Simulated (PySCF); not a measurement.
Species: hydroxide, HO (charge -1).
Hydrogens: H2 on O1.

The closed-shell ground state was solved at several levels (PySCF, density fitting, gas phase, non-relativistic). Geometry: PBE0-D3(BJ)/def2-SVP; no solvent, vibrations or thermal averaging. The HOMO energy is positive, so at this level the finite basis confines the outermost electrons. No diffuse functions stand in pcJ-1, pcSseg-1 and pcSseg-2, which bears on an anion's orbital energies.

```csv
level,basis functions,total energy (Eh),HOMO (eV),LUMO (eV),gap (eV)
PBE0/pcSseg-1,22,-75.6561,3.37,9.63,6.26
B3LYP/def2-SVPD,31,-75.7524,1.00,6.29,5.29
B3LYP/pcJ-1,37,-75.7490,3.77,9.29,5.52
```

Question: Estimate the row for KT3/pcSseg-2, a basis of 50 functions; the other rows only guide the guess.

Answer: Total energy -76.7804 Eh, HOMO 3.42 eV, LUMO 6.35 eV, gap 2.93 eV.

Question: Over all these levels, which gives the widest orbital gap and which the narrowest?

Answer: PBE0/pcSseg-1 (global hybrid, 25 % exact exchange) has the widest, 6.26 eV, and KT3/pcSseg-2 (GGA) the narrowest, 2.93 eV. Functional and basis both differ between the two, so the spread mixes both effects.
